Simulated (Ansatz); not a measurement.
Molecule: OCl, net charge 0, doublet state. SMILES: [O]Cl
Geometry: optimised at B3LYP-D3(BJ)/def2-TZVP (Ansatz, an electronic-structure program).

Parts of the frozen-core correlation energy in cc-pV(D+d)Z (Ansatz, hartree). Frozen orbitals: 6; correlated occupied orbitals by spin: 7 and 6; virtual: 24 and 25. Open shells are spin-unrestricted. Spin-orbit coupling is left out. No relativistic terms.

| term | value |
|---|---|
| reference (HF) | -534.26039 |
| MP2 opposite-spin | ___ |
| MP2 same-spin | -0.07602 |
| CCSD correlation | ___ |
| (T) | ___ |
| CCSDT minus CCSD(T) | -0.00093 |
| CCSDT(Q) minus CCSD(T) | -0.00191 |
| T1 diagnostic | 0.035 |
| largest doubles amplitude | 0.075 |
| <S^2> of the reference | 0.763 |

Task: Complete the blanks.

Result: 
- MP2 opposite-spin, value: -0.20982
- CCSD correlation, value: -0.31445
- (T), value: -0.00806
